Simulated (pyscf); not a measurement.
Thermochemistry of product channels of H₂N–Ga(NH₂)–NH₂ (SMILES [NH2][Ga]([NH2])[NH2]) + H• (SMILES [H]) on the doublet surface, in kcal/mol, from ωB97M-D3(BJ)/def2-TZVP energies (ideal gas, 1 atm, RRHO with modes under 100 cm⁻¹ raised to 100, one conformer, R ln 2 for chiral ones without a mode under 150 cm⁻¹). Structures and frequencies: ωB97X-D3(BJ)/def2-SVP in PySCF.

| products | ΔE | ΔH(298 K) | ΔG(600 K) | ΔG(1200 K) |
|---|---|---|---|---|
| •HN–Ga(NH₂)–NH₂ (SMILES [NH][Ga]([NH2])[NH2]) + H₂ (SMILES [H][H]) | (withheld) | +7.0 | +4.9 | +3.1 |
| NH₃ (SMILES N) + [H₂N–Ga–NH₂]• (SMILES [NH2][Ga][NH2]) | -21.4 | -16.6 | -19.6 | -19.4 |

Q: What belongs in the gaps?

A: 
- •HN–Ga(NH₂)–NH₂ (SMILES [NH][Ga]([NH2])[NH2]) + H₂ (SMILES [H][H]), ΔE: +8.6

These are energies of the channels, which say nothing of barriers. Elements up to Kr have no core potential and no relativistic terms here.
